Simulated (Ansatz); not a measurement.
**GeH, quartet: vertical spin and charge gaps**

Geometry (PBE0/def2-TZVP stationary point for this spin):

```
atom   x (Å)   y (Å)   z (Å)
  Ge  0.0000  0.0000  0.0000
   H  0.0000  0.0000  1.5719
```

Basis cc-pVTZ; Ansatz 0.2.0. Correlated methods freeze the noble-gas cores and the filled d shells of p-block atoms. R marks a restricted (for open shells ROHF) determinant. Active spaces: valence = (5e, 5o) chosen from the atoms' valence shells. No spin–orbit coupling is included, and no scalar relativity.

Gaps are energies of the second state less the first, at fixed atoms, for a selection of the levels run; each method lands on the state that its own search finds for that charge and spin.

For open shells CISD is restricted-active-space CI with the open shells as a complete middle space.

Removing an electron, to the triplet: 8.180 eV at full CI (quartet A2, triplet ion B1, in C2v).

```csv
level,gap (eV),error (meV)
RHF,7.878,-302
RMP2,8.126,-54
CISD,8.158,-22
RCCSD,8.149,-31
RCCSD(T),8.174,-6
BCCD(T),8.173,-7
RCCSDT,8.178,-2
RCCSDT(Q),8.179,-1
CASSCF (valence space),7.637,-543
NEVPT2 (valence space),7.989,-191
MRCISD (valence space),8.110,-70
MRCISD+Q (valence space),8.143,-37
PBE,8.126,-54
r2SCAN,8.309,129
B3LYP,8.061,-119
wB97M-V,8.020,-160
B2PLYP,8.001,-179
RPA-PBE,8.235,55
```

Q: PBE gives 10.608 eV for sextet less quartet. Estimate what full CI gives in cc-pVTZ.

A: Full CI in cc-pVTZ gives 10.019 eV, so against it PBE is off by 0.589 eV.

```
    level  gap (eV)  error (meV)
      RHF     8.651        -1368
 RCCSD(T)    10.003          -16
  BCCD(T)    10.004          -15
   RCCSDT    10.017           -2
RCCSDT(Q)    10.019            0
   r2SCAN    10.260          241
    B3LYP    10.870          851
  wB97M-V    10.622          603
   B2PLYP    10.551          532
  RPA-PBE     9.985          -34
```

Q: PBE gives -1.925 eV for doublet less quartet. Estimate what full CI gives in cc-pVTZ.

A: Full CI in cc-pVTZ gives -1.786 eV, so against it PBE is off by -0.139 eV.

| level | gap (eV) | error (meV) |
| --- | --- | --- |
| CISD | -1.700 | 86 |
| RCCSD | -1.785 | 1 |
| RCCSD(T) | -1.786 | 0 |
| NEVPT2 (valence space) | -1.729 | 57 |
| MRCISD+Q (valence space) | -1.819 | -33 |
| BLYP | -2.199 | -413 |
| PBE0 | -1.844 | -58 |
| B3LYP | -2.138 | -352 |
| wB97M-V | -2.055 | -269 |
| RPA-PBE | -1.985 | -199 |

Removing an electron, to the quintet: 14.832 eV at full CI (quartet A2, quintet ion A2, in C2v).

```csv
level,gap (eV),error (meV)
CISD,14.767,-65
RCCSD(T),14.816,-16
NEVPT2 (valence space),14.590,-242
MRCISD (valence space),14.745,-87
r2SCAN,15.175,343
PBE0,15.246,414
B3LYP,15.669,837
wB97M-V,15.380,548
B2PLYP,15.226,394
RPA-PBE,15.004,172
```

Functionals correlate the shells that the reference freezes, so part of their error here is the reference's.

Full CI is exact within this basis and frozen core; it isn't the basis-set limit.
